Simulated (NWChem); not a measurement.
Correlation energy of nitrogen trifluoride (F$_{3}$N)

```xyz
4

F      0.6162    -0.1189     1.0658
N     -0.0032     0.4745     0.0000
F      0.6162    -0.1189    -1.0658
F     -1.2298    -0.1314     0.0000
```
Charge 0, spin multiplicity 1.

All runs are NWChem calculations. The geometry was optimised at B3LYP/def2-SVP, a minimum by its harmonic frequencies.

Basis set: 6-31G*. Each correlation energy counts from its own Hartree-Fock reference.

The correlated methods keep 4 core orbitals frozen. The Pople sets run with spherical d functions. No row is a measurement; the coupled-cluster row has its own basis-set and correlation limits.

### Question
One of these methods gave a correlation energy of -684.7 mHa. Which?
(A) SCS-MP2
(B) CR-CCSD[T]
(C) CR-CCSD(T)
(D) MP2

### Answer
D, MP2. The others give -657.2 (SCS-MP2), -710.4 (CR-CCSD[T]), -708.5 (CR-CCSD(T)).
